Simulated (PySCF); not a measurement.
Species: C2H2ClN3.
SMILES: `c1nn[nH]c1Cl`

The calculation used EOM-IP-CCSD/aug-cc-pVDZ in PySCF, restricted Hartree–Fock reference, frozen core, non-relativistic, gas phase, PBE0-D3(BJ)/def2-SVP geometry.

The vertical ionisation energies are 9.78, 10.29, 11.15, 12.31, 12.90, 13.49, 15.90, 16.11 eV.

**Question.** Which Hartree–Fock orbital leads each hole, and what is its Koopmans value −ε?

**Answer.** 
| leading hole (HF orbital) | Koopmans (eV) | EOM-IP-CCSD (eV) | change (eV) | one-hole share |
| --- | --- | --- | --- | --- |
| HOMO | 9.93 | 9.78 | -0.15 | 0.95 |
| HOMO-2 | 12.13 | 10.29 | -1.84 | 0.94 |
| HOMO-1 | 11.84 | 11.15 | -0.69 | 0.94 |
| HOMO-4 | 14.49 | 12.31 | -2.18 | 0.93 |
| HOMO-3 | 14.03 | 12.90 | -1.13 | 0.95 |
| HOMO-5 | 14.52 | 13.49 | -1.03 | 0.94 |
| HOMO-6 | 17.34 | 15.90 | -1.44 | 0.95 |
| HOMO-7 | 17.60 | 16.11 | -1.49 | 0.95 |

**Question.** Does the order of the lines follow the orbital energies?

**Answer.** No: the HOMO-2 hole (10.29 eV) falls below the HOMO-1 hole (11.15 eV); the HOMO-4 hole (12.31 eV) falls below the HOMO-3 hole (12.90 eV). The corrections run from -2.18 to -0.15 eV, with a mean of -1.24 eV over the 8 lines; no line lies above its Koopmans value.

**Question.** At what kinetic energies would He I light (21.22 eV) eject these electrons?

**Answer.** 11.44 eV (HOMO), 10.93 eV (HOMO-2), 10.07 eV (HOMO-1), 8.91 eV (HOMO-4), 8.32 eV (HOMO-3), 7.73 eV (HOMO-5), 5.32 eV (HOMO-6), 5.11 eV (HOMO-7).

**Question.** What total energy has the lowest final state, and which wavelength reaches it?

**Answer.** E(CCSD) + ionisation energy = -700.66670 + 0.35924 = -700.30746 Eh, at the geometry of the initial state. The threshold wavelength is 1239.84 eV nm/9.78 eV = 126.8 nm.

One root was sought for each valence orbital with −ε under 21 eV, eight at most, so deeper holes and satellites are missing; no vibrational structure.
